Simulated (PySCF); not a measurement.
Stepwise substitution at one centre (Al F-OH). Gas-phase values, no solvent. One relaxed conformer stands for each flexible species; it need not be the lowest. Strings in code marks are SMILES.

Level of theory: ωB97X-D3(BJ)/def2-TZVP // PBE0-D3(BJ)/def2-TZVP (PySCF 2.14.0). 

| species | HOMO (eV) | S1 oscillator strength |
|---|---|---|
| 0 of 3 F replaced by OH (`[F][Al]([F])[F]`) | -14.36 | 0.000 |
| 1 of 3 F replaced by OH (`[OH][Al]([F])[F]` (H–O–Al–F torsion 0°)) | -12.59 | 0.056 |
| 2 of 3 F replaced by OH (`[OH][Al]([OH])[F]` (H–O–Al–F torsion 180°, F–Al–O–H torsion 0°)) | -11.99 | 0.000 |
| 3 of 3 F replaced by OH (`[OH][Al]([OH])[OH]`) | -11.66 | 0.000 |
